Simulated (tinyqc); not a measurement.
Worked calculation: Hueckel theory of the pi electrons with the omega technique, for the molecule Fc1[cH+]c1Cl (SMILES; centres numbered as the heavy atoms are written). Computed by tinyqc, a small Python program that keeps every step. Settings: charge = 1, omega = 1.4, damping = 0.7. Command: `OMP_NUM_THREADS=1 python tinyqc.py 25309 25310 out.jsonl` (the two numbers bound the seeds that draw the settings). One thread of a shared host (Intel(R) Xeon(R) Processor @ 2.60GHz), about 0.01 s of CPU time with the checks.

## The Hueckel matrix

Centres:
```
centre  z_r, pi electrons of the neutral centre         h
1F                                            2  3.210000
2C                                            1  0.000000
3C                                            1  0.000000
4C                                            1  0.000000
5Cl                                           2  2.190000
```

Bonds:
```
i  j         k
1  2  0.660000
2  3         1
3  4         1
4  5  0.370000
4  2         1
```

H_rr = alpha + h_r beta, H_rs = k_rs beta for bonded centres.

Hueckel matrix in units of beta (H = alpha + beta A):
```
           1F        2C        3C        4C       5Cl
1F   3.210000  0.660000  0.000000  0.000000  0.000000
2C   0.660000  0.000000  1.000000  1.000000  0.000000
3C   0.000000  1.000000  0.000000  1.000000  0.000000
4C   0.000000  1.000000  1.000000  0.000000  0.370000
5Cl  0.000000  0.000000  0.000000  0.370000  2.190000
```

## Orbitals, round 1

pi electrons, sum of z_r less the charge = 6

Diagonalise; E = alpha + x beta with beta < 0, so the largest x are filled first; degenerate levels share their electrons. P = sum n_i c_ri c_si; each orbital has its largest coefficient positive (the first on a tie).

x values: 3.382698  2.322518  1.791351  -1.018887  -1.077680

occupations: 2.000000  2.000000  2.000000  0.000000  0.000000

coefficients:
```
          MO1        MO2        MO3        MO4        MO5
1F   0.955608  -0.142405  -0.225219   0.026947  -0.122820
2C   0.250048   0.191488   0.484101  -0.172658   0.797899
3C   0.106141   0.219776   0.537353   0.768994  -0.245627
4C   0.108996   0.318945   0.478487  -0.610860  -0.533193
5Cl  0.033813   0.890520  -0.444100   0.070435   0.060373
```

charge and bond-order matrix P:
```
            1F         2C         3C         4C        5Cl
1F    1.968378   0.205301  -0.101779  -0.098052   0.011034
2C    0.205301   0.667092   0.657516   0.639929  -0.072022
3C   -0.101779   0.657516   0.696631   0.677563  -0.078670
4C   -0.098052   0.639929   0.677563   0.685111   0.150433
5Cl   0.011034  -0.072022  -0.078670   0.150433   1.982788
```

## Omega technique, round 1

h_r = h_r(0) + omega q_r, omega = 1.4, with q_r = z_r - P_rr; 0.7 of the old diagonal is kept.

matrix after round 1:
```
           1F        2C        3C        4C       5Cl
1F   3.223281  0.660000  0.000000  0.000000  0.000000
2C   0.660000  0.139822  1.000000  1.000000  0.000000
3C   0.000000  1.000000  0.127415  1.000000  0.000000
4C   0.000000  1.000000  1.000000  0.132253  0.370000
5Cl  0.000000  0.000000  0.000000  0.370000  2.197229
```

## Orbitals, round 2

As before.

x values: 3.407338  2.357574  1.888318  -0.890002  -0.943228

occupations: 2.000000  2.000000  2.000000  0.000000  0.000000

coefficients:
```
          MO1        MO2        MO3        MO4        MO5
1F   0.948795  -0.177357   0.227236   0.028304  -0.126080
2C   0.264594   0.232635  -0.459623  -0.176395   0.795928
3C   0.117515   0.267979  -0.511879   0.770509  -0.242223
4C   0.120846   0.365002  -0.441746  -0.607534  -0.536594
5Cl  0.036950   0.842251   0.529103   0.072812   0.063220
```

charge and bond-order matrix P:
```
            1F         2C         3C         4C        5Cl
1F    1.966606   0.210686  -0.104695  -0.100916   0.011820
2C    0.210686   0.670765   0.657414   0.639848  -0.074950
3C   -0.104695   0.657414   0.695286   0.676270  -0.081578
4C   -0.100916   0.639848   0.676270   0.685940   0.156318
5Cl   0.011820  -0.074950  -0.081578   0.156318   1.981403
```

## Omega technique, round 2

As before.

matrix after round 2:
```
           1F        2C        3C        4C       5Cl
1F   3.233322  0.660000  0.000000  0.000000  0.000000
2C   0.660000  0.236154  1.000000  1.000000  0.000000
3C   0.000000  1.000000  0.217170  1.000000  0.000000
4C   0.000000  1.000000  1.000000  0.224483  0.370000
5Cl  0.000000  0.000000  0.000000  0.370000  2.202871
```

## Convergence

Each round sets h_r = h_r(0) + omega (z_r - P_rr), keeping the share named as damping of the old diagonal; repeat until output and input diagonals agree to 1e-6.

Rounds:
```
round    sum n x  largest |h(out) - h(in)|
1      14.993134                  4.66e-01
2      15.306459                  3.21e-01
3      15.527775                  2.22e-01
4      15.684116                  1.53e-01
5      15.794561                  1.06e-01
6      15.872580                  7.37e-02
7      15.927687                  5.12e-02
8      15.966606                  3.56e-02
9      15.994088                  2.47e-02
10     16.013490                  1.72e-02
11     16.027185                  1.19e-02
12     16.036850                  8.31e-03
13     16.043669                  5.78e-03
14     16.048480                  4.02e-03
15     16.051874                  2.80e-03
16     16.054267                  1.95e-03
17     16.055954                  1.36e-03
18     16.057144                  9.45e-04
19     16.057982                  6.58e-04
20     16.058573                  4.58e-04
21     16.058989                  3.19e-04
22     16.059282                  2.22e-04
23     16.059489                  1.55e-04
24     16.059635                  1.08e-04
25     16.059737                  7.51e-05
26     16.059809                  5.23e-05
27     16.059860                  3.64e-05
28     16.059896                  2.54e-05
29     16.059921                  1.77e-05
30     16.059939                  1.23e-05
31     16.059951                  8.58e-06
32     16.059960                  5.98e-06
33     16.059966                  4.17e-06
34     16.059970                  2.91e-06
35     16.059973                  2.02e-06
36     16.059976                  1.41e-06
37     16.059977                  9.84e-07
```

Converged in 37 rounds.

## Energy, charges, bond orders

final x values: 3.478566  2.485955  2.065468  -0.590614  -0.639378

occupations: 2.000000  2.000000  2.000000  0.000000  0.000000

final P:
```
            1F         2C         3C         4C        5Cl
1F    1.962088   0.224012  -0.111729  -0.107384   0.013802
2C    0.224012   0.676360   0.656944   0.637792  -0.081986
3C   -0.111729   0.656944   0.695532   0.674727  -0.089347
4C   -0.107384   0.637792   0.674727   0.688381   0.171252
5Cl   0.013802  -0.081986  -0.089347   0.171252   1.977639
```

E = sum n x; q_r = z_r - P_rr; bond order p = P_rs; free valence = sqrt(3) - sum of p over the bonds of the atom.

pi energy = 6 alpha + this times beta = 16.059977

pi charges: 1F 0.037912, 2C 0.323640, 3C 0.304468, 4C 0.311619, 5Cl 0.022361

Bond orders and lengths from R = 1.517 - 0.180 p (angstrom, C-C alone):
```
bond         p         R
1-2   0.224012         -
2-3   0.656944  1.398750
3-4   0.674727  1.395549
4-5   0.171252         -
4-2   0.637792  1.402198
```

free valence of the carbons: 2C 0.213303, 3C 0.400379, 4C 0.248280

gap between the highest filled and the next level = 2.656082 |beta|
